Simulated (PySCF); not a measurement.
The numbers are results of PBE-D3(BJ)/def2-TZVP // TPSSh-D3(BJ)/def2-TZVP (PySCF), not measurements. All species are isolated molecules in the gas phase. One relaxed conformer stands for a flexible species; it need not be the lowest. Excitations are Tamm–Dancoff values on a coarser integration grid. The basis has no diffuse functions, so Rydberg states are missing or too high.

Reference species (SMILES): `C=[OH+]` (charge +1, multiplicity 1).

| Item | Result |
|---|---|
| S1 oscillator strength | 0.001 |
| S1–T1 gap (TDA) | 0.85 eV |
| T1 excitation (TDA) | 4.99 eV |

Changed species: `[H]/[O+]=[CH]\[AlH2]` (X = AlH2, proton added; the reference has X = H, proton added).

Give the shifts of the S1 oscillator strength, S1–T1 gap (TDA) and T1 excitation (TDA).

the S1 oscillator strength stays essentially unchanged; the S1–T1 gap (TDA) falls by 0.63 eV, to 0.22 eV; the T1 excitation (TDA) drops by 2.63 eV, to 2.36 eV.
